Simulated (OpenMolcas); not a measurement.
# How methods differ on AlO (oxoaluminum)

The species is AlO (2 atoms), meant as a doublet with charge 0. As SMILES, `[O]=[Al]`. The shape is that of a PBE0-D4/def2-TZVP optimisation.

```xyz
2

O     0.0000    0.0000   -0.0249
Al    0.0000    0.0000    1.5950
```

Quantity: the energy change with the O1–Al2 bond stretched from 1.620 to 2.748 Å, in eV. The values are calculated.

```json
{"level": "ROHF/STO-3G", "kind": "Hartree–Fock", "program": "OpenMolcas", "value (eV)": "4.08", "less FCI/STO-3G": "+0.05", "CPU time (all runs)": "4.4 s"}
{"level": "USVWN5/STO-3G", "kind": "LDA", "program": "OpenMolcas", "value (eV)": "4.81", "less FCI/STO-3G": "+0.78", "CPU time (all runs)": "7.5 s"}
{"level": "UPBE/STO-3G", "kind": "GGA", "program": "OpenMolcas", "value (eV)": "4.28", "less FCI/STO-3G": "+0.25", "CPU time (all runs)": "7.7 s"}
{"level": "U-r2SCAN/STO-3G", "kind": "meta-GGA", "program": "OpenMolcas", "value (eV)": "4.26", "less FCI/STO-3G": "+0.23", "CPU time (all runs)": "15 s"}
{"level": "UM06-2X/STO-3G", "kind": "hybrid meta-GGA", "program": "OpenMolcas", "value (eV)": "4.08", "less FCI/STO-3G": "+0.05", "CPU time (all runs)": "20 s"}
{"level": "CASPT2(3,3)/STO-3G", "kind": "multireference", "program": "OpenMolcas", "value (eV)": "3.36", "less FCI/STO-3G": "-0.67", "CPU time (all runs)": "2.8 s"}
{"level": "CASSCF(3,3)/STO-3G", "kind": "multireference", "program": "OpenMolcas", "value (eV)": "2.97", "less FCI/STO-3G": "-1.06", "CPU time (all runs)": "2.8 s"}
{"level": "ROCCSD(T)/STO-3G", "kind": "coupled cluster or CI", "program": "OpenMolcas", "value (eV)": "3.98", "less FCI/STO-3G": "-0.05", "CPU time (all runs)": "5 s"}
{"level": "FCI/STO-3G", "kind": "exact in the basis", "program": "OpenMolcas", "value (eV)": "4.03", "less FCI/STO-3G": "0.00", "CPU time (all runs)": "3.8 s"}
```

FCI/STO-3G is exact within its basis and frozen core, so for wave-function methods in that basis the difference is their error; functionals converge differently with the basis, so for them it is only a difference. The first shape isn't each level's own minimum. The values span 2.97 to 4.81 eV. Spin contamination of the reference (⟨S²⟩ at least 0.1 too high) touches USVWN5/STO-3G, UPBE/STO-3G, U-r2SCAN/STO-3G, UM06-2X/STO-3G. All rows use very small basis sets, so even the best lies far from the true value. CPU times are rough (shared hosts, several kinds of processor): they show what a rung costs within a factor of a few.
